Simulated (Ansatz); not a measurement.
Stepwise reaction of `[AlH3]` with hydrogen chloride, as a gas-phase model of exchange steps in deposition or etching. ΔE in kJ/mol; ΔG adds harmonic PBE0-D4 terms to CCSD(T)/CBS, at 1 bar.

Program: Ansatz. Geometries: PBE0-D4/def2-TZVP. ΔE: electronic, gas phase. CBS: MP2 limit from def2 TZ/QZ plus the TZ coupled-cluster correction, frozen cores. This one scheme is used for every species. DFT in def2-TZVPP. B3LYP here is the variant with VWN-RPA as its local correlation; programs differ in this.

```json
{"step": "1", "reaction": "`[AlH3]` + HCl → `[AlH2][Cl]` + H₂", "PBE-D4": "-149.7", "B3LYP-D4": "-150.6", "ωB97M-V": "-151.7", "CCSD(T)/CBS": "-153.5", "ΔG(500 K)": "-149.5"}
{"step": "3", "reaction": "`[Cl][AlH][Cl]` + HCl → `[Cl][Al]([Cl])[Cl]` + H₂", "PBE-D4": "-130.1", "B3LYP-D4": "-132.2", "ωB97M-V": "-131.9", "CCSD(T)/CBS": "-134.7", "ΔG(500 K)": "-121.6"}
```

Task: Give the row of step 2, `[AlH2][Cl]` + HCl → `[Cl][AlH][Cl]` + H₂. (Estimate.)

Result: Computed: 
```
step                                   reaction  PBE-D4  B3LYP-D4  ωB97M-V  CCSD(T)/CBS  ΔG(500 K)
   2  `[AlH2][Cl]` + HCl → `[Cl][AlH][Cl]` + H₂  -143.2    -144.3   -145.0       -146.8     -138.4
```

Task: By hand: ΔE of the 3 steps together at CCSD(T)/CBS.

Result: (-153.5) + (-146.8) + (-134.7) = -435.0 kJ/mol, or -145.0 kJ/mol a step.

In ΔE each step is higher than the one before. All are downhill at CCSD(T)/CBS. ΔG lies between -149.5 and -121.6 kJ/mol a step. PBE-D4 differs from CCSD(T)/CBS by 3.6 to 4.6 kJ/mol a step. Isolated molecules leave out the surface, adducts and barriers. Largest T1 diagnostic: 0.008.
